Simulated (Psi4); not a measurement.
# UBHLYP/cc-pVTZ run of [CF2]+ (SMILES F[C+]F)

What is the energy change on altering one bond length of [CF2]+ at UBHLYP/cc-pVTZ? 

Program for the calculation: Psi4 1.11.

1 further run of the same task is left out (it didn't finish).

### 1 Starting point

The species is [CF2]+ (3 atoms), meant as a doublet with charge +1. SMILES: `F[C+]F`. The shape is that of a PBE0-D4/def2-TZVP optimisation.

Bond lengths: F1–C2 1.214 Å, C2–F3 1.214 Å. Angles: F1–C2–F3 124.6°.

### 2 Energy and gradient at UBHLYP/cc-pVTZ

Input file run.py:

```python
import psi4

psi4.set_memory('2200 MB')
psi4.set_num_threads(1)
psi4.set_output_file('psi4.out', False)

molecule = psi4.geometry("""
1 2
F      0.379110     0.972980     0.316190
C      0.275710    -0.221360     0.127270
F     -0.654830    -0.751620    -0.443470
units angstrom
symmetry c1
""")

psi4.set_options({
    'basis': 'cc-pVTZ',
    'reference': 'uks',
    'puream': True,
    'e_convergence': 1e-09,
    'd_convergence': 1e-08,
    'scf_type': 'pk',
    'dft_radial_points': 99,
    'dft_spherical_points': 590,
    'maxiter': 100,
})

energy_value, wavefunction = psi4.gradient('bhhlyp', molecule=molecule, return_wfn=True)
psi4.oeprop(wavefunction, 'QUADRUPOLE', 'MULLIKEN_CHARGES', 'WIBERG_LOWDIN_INDICES')
print('gradient / Eh bohr^-1')
print(energy_value.np.round(6))
print(f'energy = {wavefunction.energy():.10f} Eh')
```

On the command line:

```
python run.py
```

psi4.out:

```text
[...]
  Running in c1 symmetry.
[...]
  Nuclear repulsion =   67.033256693421976
[...]
  Multiplicity = 2
[...]
  Nalpha       = 12
  Nbeta        = 11
[...]
    Number of basis functions: 90
[...]
   @UKS iter   1:  -237.23520364847843    2.92592e-01   3.87268e-03 ADIIS/DIIS
[...]
   @UKS iter  12:  -237.28638482000466   -8.38440e-12   6.38782e-09 DIIS
[...]
   @S^2 Observed:                7.534450718E-01
[...]
    Orbital Energies [Eh]
    ---------------------
    Alpha Occupied:
       1A    -25.781548     2A    -25.781532     3A    -11.243906
       4A     -1.911310     5A     -1.850842     6A     -1.187767
       7A     -1.107257     8A     -1.062129     9A     -1.038647
      10A     -0.943371    11A     -0.940955    12A     -0.776230
    Alpha Virtual:
      13A     -0.379723    14A     -0.114597    15A     -0.054482
      16A      0.026456    17A      0.029752    18A      0.082573
      19A      0.161737    20A      0.365094    21A      0.381553
      22A      0.386177    23A      0.447033    24A      0.494688
      25A      0.565349    26A      0.587701    27A      0.595171
[...]
  @UKS Final Energy:  -237.28638482000466
   => Energetics <=
    Nuclear Repulsion Energy =             67.0332566934219756
    One-Electron Energy =                -452.7183688761178928
    Two-Electron Energy =                 161.7913062215661171
    DFT Exchange-Correlation Energy =     -13.3925788588748933
    Empirical Dispersion Energy =           0.0000000000000000
    VV10 Nonlocal Energy =                  0.0000000000000000
    Total Energy =                       -237.2863848200046561
[...]
  -Total Gradient:
     Atom            X                  Y                   Z
    ------   -----------------  -----------------  -----------------
       1        0.002732913817     0.014691506141     0.000000000000
       2        0.010458709137    -0.007681626719     0.000000000000
       3       -0.013195970198    -0.007006687530    -0.000000000000
[...]
 Multipole Moments:
 ------------------------------------------------------------------------------------
     Multipole            Electronic (a.u.)      Nuclear  (a.u.)        Total (a.u.)
 ------------------------------------------------------------------------------------
 L = 1.  Multiply by 2.5417464519 to convert [e a0] to [Debye]
 Dipole X            :          0.1807713            0.2057569            0.3865282
 Dipole Y            :         -0.1327251           -0.1510640           -0.2837891
 Dipole Z            :          0.0000000           -0.0000000            0.0000000
 Magnitude           :                                                    0.4795208
 L = 2.  Multiply by 1.3450342976 to convert [e a0^2] to [Debye ang]
 Quadrupole XX       :        -37.9585384           29.3239648           -8.6345736
 Quadrupole XY       :        -32.5941321           32.9826245            0.3884924
[...]
  Mulliken Charges: (a.u.)
   Center  Symbol    Alpha    Beta     Spin     Total
       1     F     4.46578  4.38297  0.08281  0.15125
       2     C     3.06844  2.23405  0.83439  0.69750
       3     F     4.46578  4.38297  0.08281  0.15125
   Total alpha = 12.00000, Total beta = 11.00000, Total charge =  1.00000
  Wiberg Bond Indices using Orthogonal Lowdin Orbitals:
  Total Bond Index:
  Irrep: 1 Size: 3 x 3
[...]
```

Standard output:

```text
gradient / Eh bohr^-1
[[ 0.002733  0.014692  0.      ]
 [ 0.010459 -0.007682  0.      ]
 [-0.013196 -0.007007 -0.      ]]
energy = -237.2863848200 Eh
```

Wall time 40 s (1 thread of Intel Xeon at 2.50GHz (Skylake/Cascade Lake), shared host); peak memory 0.74 GiB.

### 3 The distorted shape: the energy at UBHLYP/cc-pVTZ

Input file cf2.in:

```
memory 2200 MB

molecule {
  1 2
  F      1.123558     1.397197     0.772792
  C      1.020158     0.202857     0.583872
  F     -0.654830    -0.751620    -0.443470
  units angstrom
  symmetry c1
}

set basis cc-pVTZ
set reference uks
set puream true
set e_convergence 1e-09
set d_convergence 1e-08
set scf_type pk
set dft_radial_points 99
set dft_spherical_points 590
set maxiter 100

e_tot, wfn = energy('bhhlyp', return_wfn=True)
oeprop(wfn, 'MULLIKEN_CHARGES', 'DIPOLE', 'WIBERG_LOWDIN_INDICES')
```

On the command line:

```
psi4 -i cf2.in -o cf2.out -n 1
```

cf2.out:

```text
[...]
  Running in c1 symmetry.
[...]
  Nuclear repulsion =   50.713379128269082
[...]
  Multiplicity = 2
[...]
  Nalpha       = 12
  Nbeta        = 11
[...]
    Number of basis functions: 90
[...]
   @UKS iter   1:  -236.74691637116885    3.91008e-02   7.54795e-03 DIIS/ADIIS
[...]
   @UKS iter  33:  -237.16906295481681   -1.91562e-11   4.94604e-09 DIIS
[...]
   @S^2 Observed:                7.530312814E-01
[...]
    Orbital Energies [Eh]
    ---------------------
    Alpha Occupied:
       1A    -25.834945     2A    -25.661621     3A    -11.224027
       4A     -1.916257     5A     -1.651040     6A     -1.190950
       7A     -1.030105     8A     -1.028613     9A     -0.930670
      10A     -0.875979    11A     -0.820299    12A     -0.795442
    Alpha Virtual:
      13A     -0.406407    14A     -0.392679    15A     -0.110905
      16A      0.052761    17A      0.054730    18A      0.091982
      19A      0.150201    20A      0.348777    21A      0.367374
      22A      0.389913    23A      0.468266    24A      0.503037
      25A      0.538490    26A      0.586960    27A      0.602241
[...]
  @UKS Final Energy:  -237.16906295481681
   => Energetics <=
    Nuclear Repulsion Energy =             50.7133791282690822
    One-Electron Energy =                -421.4375596905616703
    Two-Electron Energy =                 146.8348629400336733
    DFT Exchange-Correlation Energy =     -13.2797453325578996
    Empirical Dispersion Energy =           0.0000000000000000
    VV10 Nonlocal Energy =                  0.0000000000000000
    Total Energy =                       -237.1690629548168090
[...]
 Multipole Moments:
 ------------------------------------------------------------------------------------
     Multipole            Electronic (a.u.)      Nuclear  (a.u.)        Total (a.u.)
 ------------------------------------------------------------------------------------
 L = 1.  Multiply by 2.5417464519 to convert [e a0] to [Debye]
 Dipole X            :          0.6203490            0.4032747            1.0236237
 Dipole Y            :          0.4850402           -0.0545637            0.4304765
 Dipole Z            :          0.0000000           -0.0000000            0.0000000
 Magnitude           :                                                    1.1104574
[...]
  Mulliken Charges: (a.u.)
   Center  Symbol    Alpha    Beta     Spin     Total
       1     F     4.38725  4.38804 -0.00079  0.22472
       2     C     2.65323  2.65392 -0.00070  0.69285
       3     F     4.95952  3.95804  1.00148  0.08243
   Total alpha = 12.00000, Total beta = 11.00000, Total charge =  1.00000
  Wiberg Bond Indices using Orthogonal Lowdin Orbitals:
  Total Bond Index:
  Irrep: 1 Size: 3 x 3
[...]
```

Wall time 42 s (1 thread of Intel Xeon at 2.50GHz (Skylake/Cascade Lake), shared host); peak memory 0.7 GiB.

### 4 Summary of results

At UBHLYP/cc-pVTZ:

```
                                                         quantity          value
                                        first shape: total energy  -237.28638 Eh
                  first shape: HOMO energy (highest over α and β)      -21.12 eV
                   first shape: LUMO energy (lowest over α and β)      -12.00 eV
                                                first shape: ⟨S²⟩          0.753
                            first shape: largest force on an atom     0.768 eV/Å
                                    distorted shape: total energy  -237.16906 Eh
              distorted shape: HOMO energy (highest over α and β)      -20.85 eV
               distorted shape: LUMO energy (lowest over α and β)      -11.18 eV
                                            distorted shape: ⟨S²⟩          0.753
energy change with the C2–F3 bond stretched from 1.214 to 2.185 Å       3.192 eV
```

In words: With the C2–F3 bond stretched from 1.214 to 2.185 Å the energy rises by 3.19 eV (308 kJ/mol). The first shape isn't relaxed at this level, so the change isn't measured from a minimum. The largest force (first shape) is 0.77 eV/Å: the shape isn't a stationary point for this species at this level. Mulliken charges (distorted shape) run from +0.08 on F3 to +0.69 on C2; they depend strongly on the basis.
